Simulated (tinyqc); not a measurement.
Inside a calculation. Method: CCSD on RHF in the sto-3g basis, frozen core, for H2O, spin multiplicity 1. One step of it, computed by the program tinyqc.

Question. Iteration 8 (converged): orbitals. Diagonalise F' = X^T F X, C = X C', fill 5 alpha and 5 beta electrons from the bottom; D = 2 C_occ C_occ^T. Each column has its largest component positive (the first on a tie).

converged F (hartree), order 1O 1s, 1O 2s, 1O 2px, 1O 2py, 1O 2pz, 2H 1s, 3H 1s:
```
[[-20.235697, -5.164167, 0.000000, -0.001072, -0.030435, -1.328059, -1.197916],
 [-5.164167, -2.457601, 0.000000, -0.012758, -0.143075, -1.105758, -1.029855],
 [0.000000, 0.000000, -0.395998, 0.000000, 0.000000, 0.000000, 0.000000],
 [-0.001072, -0.012758, 0.000000, -0.332640, -0.012851, -0.398851, 0.384974],
 [-0.030435, -0.143075, 0.000000, -0.012851, -0.371748, -0.397982, -0.385549],
 [-1.328059, -1.105758, 0.000000, -0.398851, -0.397982, -0.647689, -0.441931],
 [-1.197916, -1.029855, 0.000000, 0.384974, -0.385549, -0.441931, -0.584105]]
```

X, order 1O 1s, 1O 2s, 1O 2px, 1O 2py, 1O 2pz, 2H 1s, 3H 1s:
```
[[1.024282, -0.144524, 0.000000, -0.000683, -0.011160, 0.022870, 0.021721],
 [-0.144524, 1.266369, 0.000000, 0.012386, 0.125444, -0.328271, -0.291034],
 [0.000000, 0.000000, 1.000000, 0.000000, 0.000000, 0.000000, 0.000000],
 [-0.000683, 0.012386, 0.000000, 1.116533, 0.005307, -0.246245, 0.230265],
 [-0.011160, 0.125444, 0.000000, 0.005307, 1.064388, -0.166921, -0.152076],
 [0.022870, -0.328271, 0.000000, -0.246245, -0.166921, 1.246853, -0.103830],
 [0.021721, -0.291034, 0.000000, 0.230265, -0.152076, -0.103830, 1.213826]]
```

Give: F' = X^T F X; orbital energies; coefficients C; D after iteration 8.

Answer.

F' = X^T F X (hartree):
```
[[-19.8550, -2.6945, 0.0000, 0.0002, -0.0560, -0.2269, -0.1868],
 [-2.6945, -1.2149, 0.0000, 0.0067, 0.1208, -0.5626, -0.5119],
 [0.0000, 0.0000, -0.3960, 0.0000, 0.0000, 0.0000, 0.0000],
 [0.0002, 0.0067, 0.0000, -0.0175, -0.0034, -0.4932, 0.4762],
 [-0.0560, 0.1208, 0.0000, -0.0034, -0.1966, -0.3597, -0.3413],
 [-0.2269, -0.5626, 0.0000, -0.4932, -0.3597, 0.0361, -0.1231],
 [-0.1868, -0.5119, 0.0000, 0.4762, -0.3413, -0.1231, 0.0230]]
```

orbital energies (hartree): [-20.2446, -1.2863, -0.6228, -0.4655, -0.3960, 0.6307, 0.7636]

coefficients C, order 1O 1s, 1O 2s, 1O 2px, 1O 2py, 1O 2pz, 2H 1s, 3H 1s:
```
[[0.9941, -0.2315, 0.0071, 0.1069, 0.0000, 0.1307, 0.0286],
 [0.0270, 0.8235, -0.0390, -0.5561, 0.0000, -0.8923, -0.2170],
 [0.0000, 0.0000, 0.0000, 0.0000, 1.0000, 0.0000, 0.0000],
 [0.0003, 0.0125, 0.6134, -0.0143, 0.0000, 0.1814, -0.9752],
 [0.0047, 0.1428, 0.0210, 0.7687, 0.0000, -0.7509, -0.1556],
 [-0.0065, 0.1681, 0.4454, 0.2586, 0.0000, 0.6464, 1.0251],
 [-0.0059, 0.1506, -0.4460, 0.2874, 0.0000, 0.9371, -0.6805]]
```

D after iteration 8, order 1O 1s, 1O 2s, 1O 2px, 1O 2py, 1O 2pz, 2H 1s, 3H 1s:
```
[[2.1065, -0.4470, 0.0000, 0.0005, 0.1080, -0.0292, -0.0263],
 [-0.4470, 1.9795, 0.0000, -0.0113, -0.6212, -0.0459, -0.0372],
 [0.0000, 0.0000, 2.0000, 0.0000, 0.0000, 0.0000, 0.0000],
 [0.0005, -0.0113, 0.0000, 0.7532, 0.0073, 0.5432, -0.5516],
 [0.1080, -0.6212, 0.0000, 0.0073, 1.2236, 0.4643, 0.4662],
 [-0.0292, -0.0459, 0.0000, 0.5432, 0.4643, 0.5871, -0.1979],
 [-0.0263, -0.0372, 0.0000, -0.5516, 0.4662, -0.1979, 0.6085]]
```
